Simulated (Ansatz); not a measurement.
Li (bcc, W type): values from a third-order Birch-Murnaghan fit to a volume scan beside measured ones. Computed values: r2SCAN (plane waves to 500 eV, PAW, scalar-relativistic; Ansatz, a program for electronic structure). Li was relaxed with its symmetry unable to fall.

```csv
quantity,reference,kind
Lattice constant a (Å),3.449,"measured, corrected to the static lattice"
Bulk modulus B₀ (GPa),13.8,"measured, corrected to the static lattice"
```

References as given in: Gábor I. Csonka, John P. Perdew, Adrienn Ruzsinszky et al., Physical Review B (2009), arXiv:0903.4037; H. Levämäki, M. P. J. Punkkinen, K. Kokko et al., Physical Review B (2014), arXiv:1402.3671.

### Question
Estimate the r2SCAN values and the sign and size of each difference.

### Answer
| quantity | r2SCAN | difference |
|---|---|---|
| Lattice constant a (Å) | 3.477 | +0.8 % |
| Bulk modulus B₀ (GPa) | 13.1 | -5.3 % |

r2SCAN overestimates the lattice constant a by 0.8 %. r2SCAN underestimates the bulk modulus B₀ by 5.3 %.

(A scan under strain: stresses follow from slopes of the energy per volume, elastic moduli from its curvatures.)
